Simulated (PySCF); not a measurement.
## Trend along the third period: MB molecules

PBE with double-zeta basis sets in PySCF, for the lowest determinant that a PBE0 search found; no spin–orbit coupling. De refers to high-spin ground-configuration atoms. A positive dipole means M(−)B(+).

```json
{"M": "Na", "basis": "def2-SVP", "state (unpaired electrons)": "triplet (σ ↑, π ↑)", "Re (Å)": "2.506", "ωe (cm⁻¹)": "315", "De (eV)": "1.08", "μ (D)": "-5.19"}
{"M": "Si", "basis": "cc-pV(D+d)Z/cc-pVDZ", "state (unpaired electrons)": "quartet (σ ↑, π ↑↑)", "Re (Å)": "1.939", "ωe (cm⁻¹)": "727", "De (eV)": "3.72", "μ (D)": "-0.62"}
{"M": "P", "basis": "x2c-SVPall", "state (unpaired electrons)": "triplet (σ ↑, π ↑)", "Re (Å)": "1.760", "ωe (cm⁻¹)": "954", "De (eV)": "3.93", "μ (D)": "0.00"}
{"M": "S", "basis": "def2-SVP", "state (unpaired electrons)": "doublet (σ ↑)", "Re (Å)": "1.628", "ωe (cm⁻¹)": "1176", "De (eV)": "6.38", "μ (D)": "0.59"}
{"M": "Cl", "basis": "def2-SVP", "state (unpaired electrons)": "singlet (closed shell)", "Re (Å)": "1.734", "ωe (cm⁻¹)": "825", "De (eV)": "5.60", "μ (D)": "-1.84"}
```

By what factor does the harmonic wavenumber vary along the series?

At PBE it runs from 315 cm⁻¹ (NaB) to 1176 cm⁻¹ (BS), a factor of 3.73.

The rows differ in basis set, which adds steps of its own.

The state changes along the series, so neighbouring rows are not always alike in their bonding.

States were picked by a PBE0 search and need not be the measured ground states.
